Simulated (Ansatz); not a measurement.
[PH4]+ (phosphonium): methods side by side

[PH4]+: 5 atoms, total charge +1, spin state singlet. SMILES: `[PH4+]`. The coordinates come from a GFN2-xTB relaxation.

```xyz
5

P     0.0000    0.0000    0.0001
H     1.3575   -0.0613    0.2104
H    -0.6173   -1.0160    0.6910
H    -0.2619   -0.1338   -1.3433
H    -0.4783    1.2111    0.4418
```

Quantity: the energy change with the P1–H3 bond stretched from 1.375 to 2.063 Å, in eV. The values are calculated.

```csv
level,kind,program,value (eV),CPU time (all runs)
SVWN5/6-31G (restricted),LDA,Ansatz,1.72,1.1 s
revPBE/6-31G (restricted),GGA,Ansatz,1.76,1.5 s
B3LYP/6-31G (restricted),global hybrid,Ansatz,1.88,1.5 s
CAM-B3LYP/6-31G (restricted),range-separated hybrid,Ansatz,1.97,1.7 s
wB97M-V/6-31G (restricted),range-separated hybrid,Ansatz,1.98,12 s
RPA@PBE/6-31G (restricted),RPA,Ansatz,1.63,2 s
MP2/6-31G (restricted),perturbation theory,Ansatz,1.92,0.39 s
CCSD/6-31G (restricted),coupled cluster or CI,Ansatz,1.69,0.48 s
FCI/3-21G,exact in the basis,Ansatz,1.62,19 s
```

The first shape isn't each level's own minimum. The values span 1.62 to 1.98 eV. All rows use very small basis sets, so even the best lies far from the true value. CPU times are rough (shared hosts, several kinds of processor): they show what a rung costs within a factor of a few.
